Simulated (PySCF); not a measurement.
**From a raw peak list to a structure**

Formula C$_{2}$H$_{4}$O$_{2}$. The spectrum was simulated from the full spin Hamiltonian at 400 MHz with 1.0 Hz Lorentzian lines, from shifts rounded to 0.01 ppm and J to 0.1 Hz, couplings under 1 Hz left out.

Maxima in ppm (height), grouped by integral:
1H: 8.054 (12), 8.052 (26), 8.049 (26), 8.046 (12)
3H: 4.141 (100), 4.139 (100)

13C{1H} NMR (computed): δ 164.8, 49.0.

- J: B3LYP/pcJ-1
- PBE0/pcSseg-1 with gauge-including orbitals
- geometry from GFN2-xTB
- program: PySCF 2.14.0 with density-fitted response routines
- equivalent nuclei averaged, non-relativistic Hamiltonian, one conformer, no solvent

Chemical shifts δ = σref − σ; 1H and 13C vs TMS, all at this level.

Question: Analyse the multiplets.

Answer: 1H NMR (400 MHz, computed): δ 8.05 (q, J = 1.2 Hz, 1H), 4.14 (d, J = 1.2 Hz, 3H). These are first-order names from the parameters used; overlap and second-order distortion can hide them in the list.

Question: What is the compound?

Answer: SMILES O=COC.

Mapped SMILES: `[CH3:1][O:2][CH:3]=[O:4]`. Each H is labelled by its parent atom.

δ 8.05: H(C3), hydrogen on an ester carbonyl carbon, coupled to H(C1) (1.2 Hz). δ 4.14: H(C1), hydrogen on a methyl carbon bonded to O, coupled to H(C3) (1.2 Hz).

Multiplet labels drop couplings under 1 Hz and merge nearly equal ones. Shifts are as computed. Against solution values, carbons near 30 ppm lie about +3 ppm off and those near 130 ppm about +5 ppm. Of 1211 compounds with measured shifts, 218 miss one by over three times the rms of a fit or turn the order of signals round; such compounds aren't used in these exercises.
